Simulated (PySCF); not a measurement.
Removing an electron from `FS(F)(F)F`

Compound: SF₄.
Z-matrix (Å and degrees, PBE0-D3(BJ)/def2-TZVP geometry), rows numbered from 1:
```
F 
S   1  1.5533
F   2  1.5533  1  101.26
F   2  1.6489  1   87.65  3    87.13
F   2  1.6491  1   87.66  3   -87.15
```

Level: wB97X-D/aug-cc-pVTZ (PySCF). Frontier orbitals with their largest atomic shares (Löwdin; up to four atoms above 4 %):

```json
{"orbital": "HOMO−3", "ε (eV)": "-14.48", "main atoms": "F5 41 %, F4 41 %, S2 8 %, F1 5 %"}
{"orbital": "HOMO−2", "ε (eV)": "-14.10", "main atoms": "F4 35 %, F5 35 %, F1 14 %, F3 14 %"}
{"orbital": "HOMO−1", "ε (eV)": "-13.90", "main atoms": "F4 35 %, F5 35 %, F3 14 %, F1 14 %"}
{"orbital": "HOMO", "ε (eV)": "-11.81", "main atoms": "?"}
{"orbital": "LUMO", "ε (eV)": "-0.15", "main atoms": "S2 63 %, F1 12 %, F3 12 %, F5 6 %"}
{"orbital": "LUMO+1", "ε (eV)": "1.74", "main atoms": "S2 74 %, F3 7 %, F1 7 %, F5 6 %"}
{"orbital": "LUMO+2", "ε (eV)": "2.10", "main atoms": "S2 63 %, F3 11 %, F1 11 %, F5 7 %"}
```

Q: What vertical ionisation energy does ΔSCF give, and how far is −ε(HOMO) from it?

A: ΔSCF: 12.63 eV (1218 kJ/mol; threshold wavelength 98.2 nm); ⟨S²⟩ of the doublet left behind is 0.761, against 0.75 for a pure doublet. −ε(HOMO) is 11.81 eV, 0.82 eV below it. In exact Kohn–Sham theory the two would be equal; wB97X-D (range-separated hybrid) falls short of its own ΔSCF value by 6 %.

Q: On which atoms does the HOMO lie?

A: S2 (sulfur bonded to 4 F) 38 %, F5 (sulfur-bound fluorine) 26 %, F4 (sulfur-bound fluorine) 26 %, F3 (sulfur-bound fluorine) 4 %, so no atom holds as much as 40 %. The HOMO−1 lies 2.09 eV lower.

Q: And the vertical electron affinity, the fundamental gap, Mulliken's electronegativity and the hardness (with the factor ½)?

A: EA = -0.34 eV by ΔSCF (−ε(LUMO) = 0.15 eV); a negative value means that the added electron isn't bound at this geometry and level, and the number then depends on the basis. IE − EA = 12.97 eV against an orbital gap of 11.66 eV; (IE + EA)/2 = 6.15 eV; (IE − EA)/2 = 6.49 eV. Parr's electrophilicity index (IE + EA)²/[8(IE − EA)] is 1.46 eV.

Q: How many of the 10 lowest singlet excitations (vertical TDDFT, same level) lie below the ionisation energy?

A: All 10; they run from 6.63 to 10.33 eV.

Q: What kinetic energy would electrons from this vertical process carry with 118.2 nm light (10.49 eV)?

A: The photon is 2.14 eV short of the vertical value.

Q: The lowest singlet excitation (vertical TDDFT, same level) lies at 6.63 eV. How far is it below IE − EA?

A: IE − EA = 12.97 eV, so by 6.34 eV.

Isolated species at its PBE0-D3(BJ)/def2-TZVP geometry, gas phase.
